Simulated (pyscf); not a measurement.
A first-order saddle from PySCF, ωB97X-D3(BJ)/def2-SVP:

```xyz
12

Si    -0.2167     0.0391    -0.4243
Si     1.7068     1.3555    -0.3124
H     -1.7136     0.7325    -2.7942
H     -1.0263     0.4420    -1.6912
H      0.1359    -1.4080    -0.5480
H      1.3080     2.7900    -0.2052
H      2.4972     0.9870     0.8998
H      2.5592     1.1738    -1.5232
Si    -1.5389     0.4128     1.4619
H     -2.8003    -0.3817     1.4057
H     -0.7789     0.0345     2.6903
H     -1.8778     1.8646     1.5376
```
Charge 0, spin multiplicity 2.

Surface: doublet, charge 0. Lowest wavenumbers (cm⁻¹): 819i, 84, 93, 98, 140.

Task: What reaction is this the transition state of?

Result: H₃Si–SiH•–SiH₃ + hydrogen (H₂) ⇌ H₃Si–SiH₂–SiH₃ + H atom (H•), a hydrogen abstraction read from left to right: H–H broken and H–Si formed. At ωB97M-D3(BJ)/def2-TZVP it lies +21.1 kcal/mol from the left side and +3.6 kcal/mol from the right (each side as separated species at their lowest minima found). One saddle was located; it need not be the lowest between these sides. The angle at the transferred H is 178°.
